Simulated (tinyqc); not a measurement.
Pariser-Parr-Pople SCF with singles CI, for the molecule OC=CCl (SMILES; centres numbered as the heavy atoms are written), step by step. One step of it, computed by the program tinyqc.

Question. Singles CI, singlets. Over the 3 single excitations with the smallest orbital gaps: A = (e_a - e_i) delta + 2 (ia|jb) - (ij|ab), with (pq|rs) = sum c_mp c_mq gamma_mn c_nr c_ns. f = 2/3 w |mu|^2 in atomic units, mu = sqrt2 sum c_ia sum_m c_mi c_ma R_m.

orbital energies (eV): -14.607490  -13.209637  -9.555187  1.558609

coefficients:
```
          MO1        MO2        MO3        MO4
1O   0.651457  -0.493577  -0.521058  -0.245934
2C   0.529309  -0.142400   0.470172   0.691732
3C   0.391855   0.214338   0.600105  -0.663614
4Cl  0.376678   0.830760  -0.383811   0.143667
```

repulsion gamma_rs (eV):
```
            1O         2C         3C        4Cl
1O   21.500000   8.697857   5.580138   3.791776
2C    8.697857  11.130000   7.555018   5.327891
3C    5.580138   7.555018  11.130000   7.825108
4Cl   3.791776   5.327891   7.825108  13.000000
```

Centres (angstrom, eV; a flat drawing with bonds scaled to 1.40 angstrom):
```
centre          x          y  core charge z          W   gamma_rr
1O       1.848000  -0.127000              2  33.000000  21.500000
2C       0.559000   0.421000              1  11.160000  11.130000
3C      -0.559000  -0.421000              1  11.160000  11.130000
4Cl     -1.848000   0.127000              2  26.000000  13.000000
```

Give: singlet CI matrix; singlet excitation energies; oscillator strengths.

Answer.

singlet CI matrix (eV):
```
         3>4     2>4      1>4
3>4   5.9506  0.0549  -0.0346
2>4   0.0549  8.4661   0.0922
1>4  -0.0346  0.0922   9.3951
```

singlet excitation energies (eV): 5.9490  8.4584  9.4044

oscillator strengths: 0.6567  0.0037  0.1413
